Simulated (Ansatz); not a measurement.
**singlet BCl3: levels of theory in one basis**

```csv
atom,x (Å),y (Å),z (Å)
B,0.0000,0.0000,0.0000
Cl,0.0000,1.7353,0.0000
Cl,1.5029,-0.8677,0.0000
Cl,-1.5029,-0.8677,0.0000
```

Basis set: cc-pVTZ on B; cc-pV(T+d)Z on Cl (spherical functions). Left uncorrelated: 16 orbitals. Charge 0, multiplicity 1.

Computed with Ansatz (development build ahead of 0.2.0); each method stands on the lowest determinant of its kind that the runs found.

```
  method  E − E(RHF) (eV)  <S²> of the determinant
     RHF             0.00                     0.00
 RHF-MP2           -17.97                        –
RHF-CCSD           -19.19                        –
```

Question: What does RHF-CCSD(T) give on the same scale?

Answer: -20.08 eV.
